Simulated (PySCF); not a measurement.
NMR data simulated for an unnamed compound:

¹H NMR (500 MHz, computed): δ 3.48 (m, 4H), 2.05 (m, 2H), 0.00 (br s, 1H).

¹³C{¹H} NMR (computed): δ 50.5 (CH2), 23.3 (CH2).

No relativistic terms, averaged over atoms made equivalent by symmetry, fast rotation or ring inversion, a single conformation, no solvent model. J: B3LYP/pcJ-1 (spin–dipole term only in couplings to heteroatoms); geometry from PBE0-D3(BJ)/def2-SVP; σ from GIAO-PBE0/pcSseg-1; PySCF.

Chemical shifts δ = σref − σ; TMS for ¹H and ¹³C, all at this level.

**Question.** Which of these does the molecule contain: a C≡C triple bond, an OH group, an NH or NH2 group, a nitrile?

**Answer.** 
- A C≡C triple bond: no.
- An OH group: no.
- An NH or NH2 group: yes (δH 0.00 (br s)).
- A nitrile: no.

The data belong to SMILES N1CCC1, C3H7N; they needn't prove each group on their own.

Carbon signals by region: 1 at 50–100 ppm, 1 below 50 ppm.

Exchangeable OH/NH protons stand at their gas-phase positions; hydrogen bonding in a real sample shifts them, mostly to higher δ. Splittings below 1 Hz are ignored in the labels, and close J values are merged. Couplings among chemically equivalent protons are left out too, so labels in AA′BB′ or AA′XX′ sets are apparent multiplicities. Unscaled 3J(H,H) at this level run about 10 % above measured values. Shifts are as computed. Against solution values, carbons near 30 ppm lie about +2 ppm off and those near 130 ppm about +5 ppm. Of 1211 compounds with measured shifts, 218 miss one by over three times the rms of a fit or turn the order of signals round; such compounds aren't used in these exercises. Couplings to exchangeable protons are dropped. 3J across rotatable bonds or in flexible rings reflects this conformer alone.
